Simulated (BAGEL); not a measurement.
**RI-MP2/def2-TZVPP (density fitting with qzvpp-jkfit) run of SiH2O (SMILES O=[SiH2])**

What is the energy change on altering one bond length of SiH2O at RI-MP2/def2-TZVPP (density fitting with qzvpp-jkfit)? 

Program for the calculation: BAGEL 1.2.2.

19 further runs of the same task are left out: 19 set aside as unsound or not needed.

### 1 Starting point

SiH2O: 4 atoms, total charge 0, spin state singlet. As SMILES, `O=[SiH2]`. Geometry: relaxed at PBE0-D4/def2-TZVP.

Bond lengths: O1–Si2 1.516 Å, Si2–H3 1.485 Å, Si2–H4 1.486 Å. Angles: O1–Si2–H3 124.0°, O1–Si2–H4 124.0°, H3–Si2–H4 111.9°.

### 2 A single-point energy at RI-MP2/def2-TZVPP (density fitting with qzvpp-jkfit)

The input, mp2.json:

```json
{ "bagel": [

{
  "title": "molecule",
  "basis": "tzvpp",
  "df_basis": "qzvpp-jkfit",
  "angstrom": "true",
  "geometry": [
    { "atom": "O", "xyz": [   -0.283200,    0.413500,    1.469500 ] },
    { "atom": "Si", "xyz": [   -0.006700,    0.009800,    0.034900 ] },
    { "atom": "H", "xyz": [    0.439900,   -1.346000,   -0.376200 ] },
    { "atom": "H", "xyz": [   -0.150000,    0.922700,   -1.128300 ] }
  ]
},
{
  "title": "hf",
  "charge": 0
},
{
  "title": "mp2",
  "charge": 0,
  "ncore": 6
}

]}
```

Started as:

```sh
$ BAGEL_NUM_THREADS=1 BAGEL mp2.json > mp2.out
```

Output:

```text
* using 1 threads per process

  ===============================================================
  ===============================================================

  *** Geometry ***

  { "atom" : "O", "xyz" : [     -0.535170,      0.781402,      2.776953 ] },
  { "atom" : "Si", "xyz" : [     -0.012661,      0.018519,      0.065951 ] },
  { "atom" : "H", "xyz" : [      0.831291,     -2.543571,     -0.710915 ] },
  { "atom" : "H", "xyz" : [     -0.283459,      1.743650,     -2.132178 ] },

  Number of auxiliary basis functions:      241

  Since a DF basis is specified, we compute 2- and 3-index integrals:
    o Being stored without compression. Storage requirement is 0.020 GB

  Number of basis functions:      101
  Number of electrons      :       24

    * METHOD: MOLECULE                             0.08

  *** RHF ***

  === Nuclear Repulsion ===
    52.4847899944

      * DIIS with orbital gradients will be used.

  === RHF iteration (tzvpp) ===
      0       -364.66730802          0.02961725           0.03
      1       -364.60978572          0.03429278           0.02
      2       -364.98367769          0.00190907           0.02
      3       -364.98571134          0.00039696           0.02
      4       -364.98581015          0.00008786           0.02
      5       -364.98581799          0.00003684           0.02
      6       -364.98581971          0.00001701           0.03
      7       -364.98582019          0.00000483           0.02
      8       -364.98582021          0.00000165           0.02
      9       -364.98582021          0.00000056           0.02
     10       -364.98582021          0.00000015           0.02
     11       -364.98582021          0.00000004           0.02
     12       -364.98582021          0.00000001           0.02
     13       -364.98582021          0.00000000           0.02
    * SCF iteration converged.

    * Permanent dipole moment:
           (   -0.314498,     0.459173,     1.631503) a.u.

    * METHOD: HF                                   0.38

  *** RHF ***

  === Nuclear Repulsion ===
    52.4847899944

      * DIIS with orbital gradients will be used.

  === RHF iteration (tzvpp) ===
      0       -364.98582021          0.00000000           0.02
    * SCF iteration converged.

    * Permanent dipole moment:
           (   -0.314498,     0.459173,     1.631503) a.u.

  === DF-MP2 calculation ===

    * freezing 6 orbitals
    * 3-index integral transformation done
    * assembly done

      MP2 correlation energy:   -0.3598815979      0.01

      MP2 total energy:       -365.3457018122

    * METHOD: MP2                                  0.06

  ===============================================================
```

Run time: 0.64 s. Hardware: 1 thread of Arm Neoverse V1, shared host.

### 3 The distorted shape

The input, calc.json:

```json
{ "bagel" : [

{
  "title" : "molecule",
  "basis" : "tzvpp",
  "df_basis" : "qzvpp-jkfit",
  "angstrom" : true,
  "geometry" : [
    { "atom" : "O", "xyz" : [      -0.168565,      -0.316790,       2.400022 ] },
    { "atom" : "Si", "xyz" : [       0.107935,      -0.720490,       0.965422 ] },
    { "atom" : "H", "xyz" : [       0.554535,      -2.076290,       0.554322 ] },
    { "atom" : "H", "xyz" : [      -0.150000,       0.922700,      -1.128300 ] }
  ]
},

{ "title" : "hf" },

{ "title" : "mp2", "ncore" : 6 }

]}
```

Started as:

```sh
$ BAGEL_NUM_THREADS=1 BAGEL calc.json > calc.out
```

Output:

```text
* using 1 threads per process

  ===============================================================
  ===============================================================

  *** Geometry ***

  { "atom" : "O", "xyz" : [     -0.318542,     -0.598646,      4.535384 ] },
  { "atom" : "Si", "xyz" : [      0.203968,     -1.361529,      1.824383 ] },
  { "atom" : "H", "xyz" : [      1.047919,     -3.923619,      1.047517 ] },
  { "atom" : "H", "xyz" : [     -0.283459,      1.743650,     -2.132178 ] },

  Number of auxiliary basis functions:      241

  Since a DF basis is specified, we compute 2- and 3-index integrals:
    o Being stored without compression. Storage requirement is 0.020 GB

  Number of basis functions:      101
  Number of electrons      :       24

    * METHOD: MOLECULE                             0.09

  *** RHF ***

  === Nuclear Repulsion ===
    49.7390741175

      * DIIS with orbital gradients will be used.

  === RHF iteration (tzvpp) ===
      0       -364.51328709          0.02962173           0.02
      1       -364.28744042          0.04078930           0.02
      2       -364.83812753          0.00220390           0.02
      3       -364.84157717          0.00062298           0.02
      4       -364.84190236          0.00016377           0.02
      5       -364.84193348          0.00006972           0.02
      6       -364.84194104          0.00003452           0.02
      7       -364.84194332          0.00000988           0.02
      8       -364.84194349          0.00000235           0.02
      9       -364.84194350          0.00000112           0.02
     10       -364.84194350          0.00000046           0.02
     11       -364.84194350          0.00000011           0.02
     12       -364.84194350          0.00000004           0.02
     13       -364.84194350          0.00000002           0.02
     14       -364.84194350          0.00000001           0.02
    * SCF iteration converged.

    * Permanent dipole moment:
           (   -0.395634,     0.961187,     1.013357) a.u.

    * METHOD: HF                                   0.39

  *** RHF ***

  === Nuclear Repulsion ===
    49.7390741175

      * DIIS with orbital gradients will be used.

  === RHF iteration (tzvpp) ===
      0       -364.84194350          0.00000000           0.02
    * SCF iteration converged.

    * Permanent dipole moment:
           (   -0.395634,     0.961187,     1.013357) a.u.

  === DF-MP2 calculation ===

    * freezing 6 orbitals
    * 3-index integral transformation done
    * assembly done

      MP2 correlation energy:   -0.3766897402      0.01

      MP2 total energy:       -365.2186332386

    * METHOD: MP2                                  0.05

  ===============================================================
```

It took 0.66 s on 1 thread of Arm Neoverse V1, shared host.

### 4 Summary of results

At RI-MP2/def2-TZVPP (density fitting with qzvpp-jkfit), 6 core orbitals frozen:

| quantity | value |
| --- | --- |
| first shape: total energy | -365.34570 Eh |
| first shape: correlation energy (6 core orbitals frozen) | -359.9 mEh |
| distorted shape: total energy | -365.21863 Eh |
| distorted shape: correlation energy (6 core orbitals frozen) | -376.7 mEh |
| energy change with the Si2–H4 bond stretched from 1.486 to 2.674 Å | 3.458 eV |

What this shows: One bond (distorted shape) is far stretched, which a spin-restricted single reference describes badly; perturbation theory on it can break down and give far too much correlation. With the Si2–H4 bond stretched from 1.486 to 2.674 Å the energy rises by 3.46 eV (334 kJ/mol). The first shape isn't relaxed at this level, so the change isn't measured from a minimum. A restricted reference can't describe the breaking bond well at this length.
